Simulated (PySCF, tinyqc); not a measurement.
Inside a calculation. Method: MP2 on RHF in the sto-3g basis, frozen core, for LiH, spin multiplicity 1. The lowest restricted solution is unstable here: a spin-polarised one lies 0.0160 hartree lower (PySCF). One step of it, computed by the program tinyqc.

Task: Second-order Moller-Plesset energy. E2 = sum_ijab (ia|jb) [2 (ia|jb) - (ib|ja)] / (e_i + e_j - e_a - e_b) over occupied i, j and virtual a, b; the opposite-spin part is (ia|jb)^2 / denominator, the rest is same-spin, and SCS-MP2 scales them by 6/5 and 1/3.

orbital energies (hartree): [-2.372760, -0.219728, 0.067535, 0.158095, 0.158095, 0.342952]

Two-electron integrals over orbitals (pq|rs), unique and non-zero (hartree); the lowest 1 orbital is frozen and left out:
```
(22|22) 0.437108    (32|22) -0.065541   (32|32) 0.027518    (33|22) 0.212225
(33|32) 0.016971    (33|33) 0.322318    (42|42) 0.020873    (43|42) 0.021082
(43|43) 0.041379    (44|22) 0.236011    (44|32) 0.018165    (44|33) 0.277729
(44|44) 0.312946    (52|52) 0.020873    (53|52) 0.021082    (53|53) 0.041379
(54|54) 0.016869    (55|22) 0.236011    (55|32) 0.018165    (55|33) 0.277729
(55|44) 0.279207    (55|55) 0.312946    (62|22) 0.103916    (62|32) -0.050791
(62|33) -0.016853   (62|44) -0.042256   (62|55) -0.042256   (62|62) 0.132157
(63|22) -0.062968   (63|32) 0.023057    (63|33) 0.037175    (63|44) 0.011133
(63|55) 0.011133    (63|62) -0.043501   (63|63) 0.035841    (64|42) -0.017643
(64|43) -0.010883   (64|64) 0.018573    (65|52) -0.017643   (65|53) -0.010883
(65|65) 0.018573    (66|22) 0.406311    (66|32) -0.050985   (66|33) 0.239527
(66|44) 0.254468    (66|55) 0.254468    (66|62) 0.083603    (66|63) -0.047320
(66|66) 0.398952
```

Hartree-Fock energy = -7.78787079 hartree

Give: Terms; Pair energies; MP2 correlation energy; SCS-MP2 correlation energy; MP2 total energy.

Result:

Terms:
```
i  j  a  b  (ia|jb)  (ib|ja)  denominator       term
2  2  6  6    0.132    0.132       -1.125     -0.016
2  2  6  3   -0.051   -0.051       -0.850  -3.04e-03
2  2  3  6   -0.051   -0.051       -0.850  -3.04e-03
2  2  3  3    0.028    0.028       -0.575  -1.32e-03
2  2  5  5    0.021    0.021       -0.756  -5.77e-04
2  2  4  4    0.021    0.021       -0.756  -5.77e-04
```

Pair energies (hartree; pair i-j sums ij and ji):
```
pair  opposite spin  same spin
2-2          -0.024          0
```

MP2 correlation energy = -0.02406 hartree

SCS-MP2 correlation energy = -0.02887 hartree

MP2 total energy = -7.81193 hartree
